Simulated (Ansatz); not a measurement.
The first iterations of a band of H3OSSi (6 atoms, charge 0, multiplicity 2).

Computed with UKS BLYP-D4/STO-3G (Ansatz).

```
movable images  : 7
climbing image  : yes
spring          : 2.0 to 10.0 eV/Å², energy-weighted
optimiser       : quadratic models (default)
start path      : IDPP
force threshold : 0.03 eV/Å
iteration limit : 60
end points      : relaxed
```

First end point:

```xyz
6
Properties=species:S:1:pos:R:3
O 0.366 -2.121 1.243
S 1.311 -0.961 0.469
Si -0.178 0.514 -0.294
H -1.107 -0.106 -1.230
H 0.553 1.569 -0.984
H -0.945 1.105 0.795
```

Last end point:

```xyz
6
Properties=species:S:1:pos:R:3
O 1.386 -1.316 1.589
S 0.499 -1.605 0.186
Si -0.327 0.397 -0.343
H -1.040 0.265 -1.606
H 0.736 1.382 -0.499
H -1.254 0.877 0.674
```

| iteration | highest image above the first end (eV) | largest band force component (eV/Å) |
| --- | --- | --- |
| 1 | 0.162 | 0.973 |
| 2 | 0.073 | 0.745 |

Q: Does the band converge within its limit, and where does its top end?

A: It converged. It ended after 7 iterations with the highest image 0.006 eV above the first end. The top lies less than 8 meV above the higher end, about what the thresholds resolve: that end is a shoulder or a very shallow well. Another band between the same ends (7 images) ends at a top of the same energy, where a vibrational analysis finds no clearly imaginary modes. Limits of this set-up: minimal basis.

Time of the run: 72 s on 1 thread of Arm Neoverse V1, with other jobs on the host, peak memory 0.1 GiB.
